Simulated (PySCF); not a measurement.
Redox energetics: carbon monoxide

Molecule: carbon monoxide, `[C-]#[O+]` (CO). Atom numbers as in the mapped SMILES `[C-:1]#[O+:2]`.

Computed at CAM-B3LYP-D3(BJ)/ma-def2-TZVP // PBE0-D3(BJ)/ma-def2-SVP with PySCF (density fitting, grid level 2). Thermal corrections: PBE0-D3(BJ)/ma-def2-SVP frequencies, unscaled, ideal gas at 298.15 K and 1 bar, quasi-RRHO entropy.

Frontier levels of the parent: HOMO -12.37 eV, LUMO 0.30 eV.

Oxidation to the radical cation:
- Vertical ionisation energy (electronic): 14.27 eV
- Adiabatic ionisation energy (with zero-point energy): 14.24 eV
- Adiabatic, electronic part: 14.23 eV
- Vertical gap at the product's structure: 14.23 eV
- Inner reorganisation energy (four-point): 41 meV
- Relaxation of product / of parent: 37 / 4 meV
- ⟨S²⟩ of the product: 0.767
- Largest spin populations: C1 1.10, O2 -0.10
- Largest changes of atomic charge: C1 0.72, O2 0.28
- Distances that move most (Å): C1–O2 1.128 → 1.110

Vertical electron affinity to the radical anion: -1.21 eV. The extra electron is not bound at this structure, the number hangs on the basis, and the ion was not relaxed.

Against the Active Thermochemical Tables (version 1.112): ionisation energy to the radical cation 14.01 (computed 14.24, error 0.23) eV.

Measured values (NIST Chemistry WebBook, evaluated or the median of agreeing entries): adiabatic ionisation energy 14.01 eV (computed 14.24, difference 0.23).

Known limits: the split of the reorganisation energy is sensitive to the structures, which come from another level (PBE0-D3(BJ)/ma-def2-SVP).

Run with `OMP_NUM_THREADS=1 python redox_run.py task.json out` on 1 thread of Arm Neoverse V2, a shared host. Structures, frequencies and single points: 10 s of wall time.
